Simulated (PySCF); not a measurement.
Zinc-blende AlP: correlation energy from several methods in one and the same small orbital space (PySCF; 2 atoms at the zone centre, 8 electrons in 17 orbitals, empty ones MP2 natural orbitals of a TZ basis, lattice constant set to 5.29911 Å). Its volume lies 9 % below that of the crystal's usual cell. It tests the methods against each other and lies far from the crystal's limit.

```
method    E_corr (eV per atom)  share of full CI (%)  error (meV)
--------  --------------------  --------------------  -----------
MP2                    -1.4820                  70.1          631
CCSD                   -2.0685                  97.9           44
CCSD(T)                -2.0980                  99.3           15
CCSDT                  -2.1079                  99.8            5
CCSDT(Q)               -2.1113                  99.9            2
CCSDTQ                 -2.1127                 100.0            0
full CI                -2.1129                 100.0            0
```

The Hartree–Fock determinant has a weight of 0.89 in the full CI state.

MP2, (T) and (Q) use filled levels shifted down by the Madelung term, which in so small a cell is a large part of the gap, so these rows hang on it.
